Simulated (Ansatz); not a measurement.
# CH3SSi with multiplicity 2: rotation by 180° about the Si2–S3 bond, part 2 of 2

Aim: the minimum-energy path and barrier of the rotation by 180° about the Si2–S3 bond. The ends are relaxed first, then joined by a nudged elastic band. SMILES of the start: [CH]=[SiH]S.

Ansatz 0.2.0; UKS B3LYP/def2-SVP. The steps go on from the part before.

## Step 8: Another band, settings changed

crystal.atoms is end A as relaxed above, and neb.final_atoms is end B, turned to lie on A. With 3 inner images the band has 5 in all.

input.yaml

```yaml
crystal:
  periodic: [false, false, false]
  atoms:
    - { symbol: C, position_ang: [-1.020488, -0.5936, -0.831529] }
    - { symbol: Si, position_ang: [-0.078385, 0.609187, -0.151235] }
    - { symbol: S, position_ang: [1.494139, 0.371798, 1.284924] }
    - { symbol: H, position_ang: [-1.556167, -1.461162, -1.195556] }
    - { symbol: H, position_ang: [-0.212116, 2.048545, -0.461787] }
    - { symbol: H, position_ang: [1.373016, -0.974768, 1.355183] }
magnetization:
  spin_polarized: true
  initial_magnetization: 1
basis:
  gaussian: { orbitals: def2-SVP }
hamiltonian:
  xc: b3lyp
neb:
  order_check: false
  images: 3
  f_tol: 0.05
  max_iterations: 60
  initial_path: idpp
  climbing: true
  final_atoms:
    - { symbol: C, position_ang: [-1.20775522, -0.63748325, -0.99810909] }
    - { symbol: Si, position_ang: [-0.08717425, 0.24923719, -0.1303904] }
    - { symbol: S, position_ang: [1.39795655, -0.61574382, 1.15211482] }
    - { symbol: H, position_ang: [-1.8690311, -1.30521345, -1.53441792] }
    - { symbol: H, position_ang: [-0.00638133, 1.72787322, -0.15188208] }
    - { symbol: H, position_ang: [1.77238435, 0.5813301, 1.66268468] }
```

Command:

```
$ ansatz run input.yaml --threads 1 --pin off --max-ram 2048MiB --backend cpu --events-out ev --progress --plain --runs-dir out
```

What it wrote, shortened:

```text
Warning: RAYON_NUM_THREADS=1 ignored (pool sized by the plan → 1); use --threads N
[...]
Functional definition: B3LYP
[...]
674 factors; integrals over basis functions are off by at most 3.1e-4 eV
[...]
mean field -19790.21028666 eV, -727.2768137486 hartree, gradient 4.9e-5 eV, S^2 0.765325; 2 other end points of the search recorded, 0 dependent functions left out
[...]
reference -19790.21049611 eV, -727.2768214456 hartree; 20, 19 occupied and 45, 46 virtual orbitals, 674 factors
674 factors; integrals over basis functions are off by at most 3.4e-4 eV
[...]
mean field -19790.17188548 eV, -727.2754025310 hartree, gradient 2.7e-5 eV, S^2 0.766228; 2 other end points of the search recorded, 0 dependent functions left out
[...]
reference -19790.17209454 eV, -727.2754102139 hartree; 20, 19 occupied and 45, 46 virtual orbitals, 674 factors
[...]
NEB iter   4: max|band force component| = 6.576e-2 eV/Å  barrier→ = 0.0897 eV  barrier← = 0.0513 eV  CI = image 2  Δτ_max = 0.0068 Å  (103 SCF iters)
[...]
NEB iter   5: max|band force component| = 4.717e-2 eV/Å  barrier→ = 0.0894 eV  barrier← = 0.0510 eV  CI = image 2  Δτ_max = 0.0000 Å  (235 SCF iters)
Total energy: -19790.12108115 eV, -727.2735355064 hartree
Atom 0 at    -0.843082    -0.499840    -1.191343 Å, force    -0.009076     0.029931    -0.019769 eV/Å
Atom 1 at    -0.107125     0.513994    -0.075330 Å, force    -0.005881    -0.004951     0.006253 eV/Å
Atom 2 at     1.711776     0.027835     0.973449 Å, force    -0.003419    -0.004188    -0.006247 eV/Å
Atom 3 at    -1.223352    -1.253768    -1.870648 Å, force     0.012404    -0.019752     0.014640 eV/Å
Atom 4 at    -0.630068     1.870634     0.200516 Å, force     0.006731    -0.004532     0.004879 eV/Å
Atom 5 at     1.091849    -0.658856     1.963355 Å, force    -0.000759     0.003492     0.000244 eV/Å
Dipole moment:    -0.103587    -0.029644     0.176515 e Å
this run last wrote the band of iteration 5 to <dir>
```

Run time: 1.8 min. Hardware: 1 thread of Arm Neoverse N1, shared host; peak memory 0.15 GiB.

## Step 9: Images and barrier

The 3 inner images lie between the fixed ends 0 and 4. Energy is taken from image 0, and the path length is the program's own coordinate along the band.

| image | path (Å) | energy (eV) | dihedral C1–Si2–S3–H6 (°) | band force (eV/Å) |
| --- | --- | --- | --- | --- |
| 0 | 0.000 | 0.0000 | 0 | - |
| 1 | 0.627 | 0.0521 | -45 | 0.047 |
| 2* | 1.253 | 0.0894 | -85 | 0.030 |
| 3 | 1.997 | 0.0571 | -128 | 0.035 |
| 4 | 2.740 | 0.0384 | -171 | - |

The star marks the climbing image.

image, energy (eV) and a bar:
```
        0      0.000 
        1      0.052 #################
        2      0.089 ##############################
        3      0.057 ###################
        4      0.038 #############
```

## Step 10: Another band, settings changed

crystal.atoms is end A as relaxed above, and neb.final_atoms is end B, turned to lie on A. With 9 inner images the band has 11 in all.

input.yaml, as its differences from that of step 8:

```diff
@@ -18,7 +18,7 @@
   order_check: false
-  images: 3
+  images: 9
   f_tol: 0.05
-  max_iterations: 60
+  max_iterations: 40
   initial_path: idpp
-  climbing: true
+  spring: 0.1
   final_atoms:
```

Command:

```
$ ansatz run input.yaml --threads 1 --pin off --max-ram 2048MiB --backend cpu --events-out ev --progress --plain --runs-dir out
```

What it wrote, shortened:

```text
Warning: RAYON_NUM_THREADS=1 ignored (pool sized by the plan → 1); use --threads N
[...]
[... 1 set-up line as earlier in the session ...]
[...]
674 factors; integrals over basis functions are off by at most 3.1e-4 eV
[...]
mean field -19790.21028666 eV, -727.2768137486 hartree, gradient 4.9e-5 eV, S^2 0.765325; 2 other end points of the search recorded, 0 dependent functions left out
[...]
reference -19790.21049611 eV, -727.2768214456 hartree; 20, 19 occupied and 45, 46 virtual orbitals, 674 factors
674 factors; integrals over basis functions are off by at most 3.4e-4 eV
[...]
mean field -19790.17188548 eV, -727.2754025310 hartree, gradient 2.7e-5 eV, S^2 0.766228; 2 other end points of the search recorded, 0 dependent functions left out
[...]
reference -19790.17209454 eV, -727.2754102139 hartree; 20, 19 occupied and 45, 46 virtual orbitals, 674 factors
[...]
NEB iter   5: max|band force component| = 6.602e-2 eV/Å  barrier→ = 0.0893 eV  barrier← = 0.0509 eV  CI = image 5  Δτ_max = 0.0047 Å  (273 SCF iters)
[...]
NEB iter   6: max|band force component| = 4.212e-2 eV/Å  barrier→ = 0.0891 eV  barrier← = 0.0507 eV  CI = image 5  Δτ_max = 0.0000 Å  (702 SCF iters)
Total energy: -19790.12136699 eV, -727.2735460107 hartree
Atom 0 at    -0.795743    -0.514819    -1.215275 Å, force    -0.032710     0.012297    -0.031377 eV/Å
Atom 1 at    -0.128238     0.514299    -0.071857 Å, force     0.032114     0.002539     0.033235 eV/Å
Atom 2 at     1.683623     0.085127     1.014522 Å, force    -0.008521    -0.004420    -0.000455 eV/Å
Atom 3 at    -1.131388    -1.286272    -1.898137 Å, force     0.011861    -0.019880     0.004828 eV/Å
Atom 4 at    -0.696752     1.852553     0.199148 Å, force    -0.006228     0.006508    -0.002321 eV/Å
Atom 5 at     1.068497    -0.650888     1.971600 Å, force     0.003484     0.002955    -0.003910 eV/Å
Dipole moment:    -0.108762    -0.038432     0.174090 e Å
this run last wrote the band of iteration 6 to <dir>
```

Wall time 5.6 min (1 thread of Arm Neoverse N1, shared host); peak memory 0.15 GiB.

## Step 11: What the band shows

The 9 inner images lie between the fixed ends 0 and 10. Energy is taken from image 0, and the path length is the program's own coordinate along the band.

| image | path (Å) | energy (eV) | dihedral C1–Si2–S3–H6 (°) | band force (eV/Å) |
| --- | --- | --- | --- | --- |
| 0 | 0.000 | 0.0000 | 0 | - |
| 1 | 0.252 | 0.0104 | -19 | 0.022 |
| 2 | 0.508 | 0.0365 | -37 | 0.036 |
| 3 | 0.762 | 0.0643 | -55 | 0.042 |
| 4 | 1.012 | 0.0833 | -71 | 0.023 |
| 5* | 1.250 | 0.0891 | -85 | 0.033 |
| 6 | 1.576 | 0.0809 | -103 | 0.035 |
| 7 | 1.890 | 0.0641 | -121 | 0.036 |
| 8 | 2.193 | 0.0488 | -137 | 0.024 |
| 9 | 2.490 | 0.0404 | -154 | 0.008 |
| 10 | 2.781 | 0.0384 | -171 | - |

The star marks the climbing image.

image, energy (eV) and a bar:
```
        0      0.000 
        1      0.010 ####
        2      0.036 ############
        3      0.064 ######################
        4      0.083 ############################
        5      0.089 ##############################
        6      0.081 ###########################
        7      0.064 ######################
        8      0.049 ################
        9      0.040 ##############
       10      0.038 #############
```

## Step 12: What came out

The summary covers parts 1 to 2.

| quantity | value |
| --- | --- |
| end A | 13 moves, 0.821 eV lower |
| end B | 11 moves, 0.859 eV lower |
| first band: barrier forwards | 0.089 eV |
| first band: barrier backwards | 0.051 eV |
| first band: second end relative to first | +0.038 eV |
| first band: highest image | 5 of 0 to 10, climbing |
| first band: band iterations | 6 |
| imaginary modes at the top | 172i cm⁻¹ |
| second band | top 0.089 eV above image 0, 5 iterations, 3 inner images |
| time, first and second band | 5.7 min and 1.8 min |
| third band | top 0.089 eV above image 0, 6 iterations, 9 inner images |
| time, first and third band | 5.7 min and 5.6 min |

In words: In the first band: the barrier from the first end is 0.089 eV, 3 times kT at 300 K, which at an assumed attempt frequency of 10^13 s⁻¹ means a rate near 10^12 s⁻¹. The second end lies 0.038 eV above the first, so the way back costs 0.051 eV. The listed dihedral goes from 0° at end A through -85° at the highest image to -171° at end B. One imaginary mode, as a first-order saddle point has. The second band's top agrees with the first's to 1 meV, so the changed settings hardly move the height. The third band's top agrees with the first's to 1 meV, so the changed settings hardly move the height. Zero-point energy and entropy are left out.
